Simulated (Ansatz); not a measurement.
We consider hcp Tc, described by HSE06-D3(BJ) (Ansatz, a first-principles code, PAW).

Run with plane-wave cutoff 460 eV, 12×12×6 k mesh (along the axes of the cell as run), Fermi–Dirac smearing 0.05 eV, no spin polarisation, scalar-relativistic PAW data made under PBE.

Computed at the level's own relaxed cell.

Predict the equilibrium lattice constant a and lattice parameter c.


- equilibrium lattice constant a: 2.690 Å
- lattice parameter c: 4.308 Å

Measured, for comparison: lattice constant a 2.741 Å, lattice parameter c 4.399 Å (293 K, no zero-point or thermal correction; as tabulated in Wikipedia's data pages). Computed (rounded) less measured: lattice constant a -1.9 %, lattice parameter c -2.1 %. A static lattice is as a rule a little smaller and stiffer than an uncorrected measurement, which narrows the difference in the lattice constant a and would widen misses of the other sign.

Computing time: around 60 core-minutes (rough).
